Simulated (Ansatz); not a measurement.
```yaml
crystal:
  periodic: [false, false, false]
  atoms:
    - {symbol: C, position_ang: [-0.336505, 0.845617, -0.664138]}
    - {symbol: N, position_ang: [0.809905, 0.039813, -0.195921]}
    - {symbol: C, position_ang: [0.048431, -0.982749, 0.560159]}
    - {symbol: S, position_ang: [-1.532951, -0.516115, -0.288857]}
    - {symbol: H, position_ang: [-0.262901, 1.140876, -1.736980]}
    - {symbol: H, position_ang: [-0.553779, 1.700397, -0.017941]}
    - {symbol: H, position_ang: [1.466920, 0.524977, 0.447914]}
    - {symbol: H, position_ang: [0.358476, -2.032014, 0.293808]}
    - {symbol: H, position_ang: [0.048610, -0.789437, 1.627944]}
basis:
  gaussian: {orbitals: cc-pVTZ-DK, final_grid: {core_spheres: 1, valence_spheres: 1, degree: 3}}
magnetization: {spin_polarized: true, initial_magnetization: 2}
hamiltonian: {xc: {name: r2SCAN}}
accuracy: high
output: {forces: true}
```

```sh
$ ansatz run in.yaml --threads 2 --pin off --events-out ev --progress --plain --max-ram 4352MiB
```

Output, abridged:

```
Functional definition: r2SCAN
3503 factors; integrals over basis functions are off by at most 3.7e-9 eV
mean field evaluation 1: about -14495.6274 eV, gradient 4.7e1 eV
mean field evaluation 2: about -14456.5836 eV, gradient 9.6e1 eV
mean field evaluation 4: about -14504.8595 eV, gradient 1.4e1 eV
mean field evaluation 8: about -14505.8817 eV, gradient 2.3e-1 eV
mean field evaluation 96: about -14915.8142 eV, gradient 5.8e-5 eV
mean field -14926.39314016 eV, -548.5348304280 hartree, gradient 2.2e-8 eV, S^2 7.619000; 4 other end points of the search recorded, 0 dependent functions left out
reference -14926.39314561 eV, -548.5348306284 hartree; 21, 19 occupied and 173, 175 virtual orbitals, 3503 factors
Total energy: -14926.39314561 eV, -548.5348306284 hartree
Relativity: scalar
Atom 0 at    -0.336505     0.845617    -0.664138 Å, force    45.355033    18.506137    18.985101 eV/Å
Atom 1 at     0.809905     0.039813    -0.195921 Å, force  -120.800421    17.931969    44.854295 eV/Å
Atom 2 at     0.048431    -0.982749     0.560159 Å, force    27.638968     5.959129     0.195472 eV/Å
Atom 3 at    -1.532951    -0.516115    -0.288857 Å, force     3.059344   -11.339329   -16.150025 eV/Å
Atom 4 at    -0.262901     1.140876    -1.736980 Å, force    -2.495272    -1.465572   -21.238175 eV/Å
Atom 5 at    -0.553779     1.700397    -0.017941 Å, force    -3.098714   -10.800088    -6.102149 eV/Å
Atom 6 at     1.466920     0.524977     0.447914 Å, force    50.147463    -4.562120   -19.990679 eV/Å
Atom 7 at     0.358476    -2.032014     0.293808 Å, force     2.155148   -15.384472    -6.072299 eV/Å
Atom 8 at     0.048610    -0.789437     1.627944 Å, force    -1.961550     1.154347     5.518459 eV/Å
Dipole moment:     3.830047     0.718809     1.848727 e Å
```

In this input the integration grid is far too coarse. The run converged. The result belongs to that input, not to the molecule as meant.
